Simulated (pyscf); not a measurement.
Structures and frequencies: ωB97X-D3(BJ)/def2-SVP in PySCF.

SMILES: [Si](N)(N)(N)N
```xyz
13

N     -0.8089     0.7563    -2.3870
Si    -0.6053     0.1423    -0.7784
N      0.2395    -1.3710    -0.7328
N      0.3864     1.1606     0.2142
N     -2.2384     0.0234    -0.2083
H     -1.4264     1.5466    -2.5409
H     -0.0096     0.7956    -3.0103
H      1.2420    -1.3835    -0.8889
H     -0.1977    -2.1981    -1.1247
H      0.7015     0.8183     1.1160
H      0.1977     2.1565     0.2516
H     -2.9389    -0.4117    -0.7996
H     -2.4112    -0.1845     0.7694
```
Charge 0, spin multiplicity 1.

Problem. What are the homolytic bond dissociation enthalpies (298 K) of `[NH2][Si]([NH2])([NH2])[NH2]` at ωB97M-D3(BJ)/def2-TZVP, weakest first?

Solution. H–N to •HN–Si(NH₂)(NH₂)–NH₂ + H•: 108.7 kcal/mol; N–Si to NH₂• + H₂N–Si•(NH₂)–NH₂: 114.0 kcal/mol. Ring and multiple bonds, and those that leave no two simple radicals, are not listed. Other isomers of H₂N–Si•(NH₂)–NH₂, •HN–Si(NH₂)(NH₂)–NH₂ were not searched in full and may lie lower.
